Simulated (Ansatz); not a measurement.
System: N2O, net charge 0, singlet state. 
Coordinates optimised at B3LYP-D3(BJ)/def2-TZVP (Ansatz, an electronic-structure program):
SMILES: N#[N+][O-]
```xyz
3

N      0.0000     0.0000    -1.1943
N      0.0000     0.0000    -0.0734
O      0.0000     0.0000     1.1093
```
Charge 0, spin multiplicity 1.

Parts of the frozen-core correlation energy in cc-pVDZ (Ansatz, hartree). Frozen orbitals: 3; correlated occupied orbitals by spin: 8 and 8; virtual: 31 and 31. Spin-orbit coupling is left out. No relativistic terms.

| term | value |
|---|---|
| reference (HF) | -183.69720 |
| MP2 opposite-spin | -0.37549 |
| MP2 same-spin | -0.14807 |
| CCSD correlation | -0.51121 |
| (T) | -0.02369 |
| CCSDT minus CCSD(T) | 0.00037 |
| T1 diagnostic | 0.020 |
| largest doubles amplitude | 0.092 |
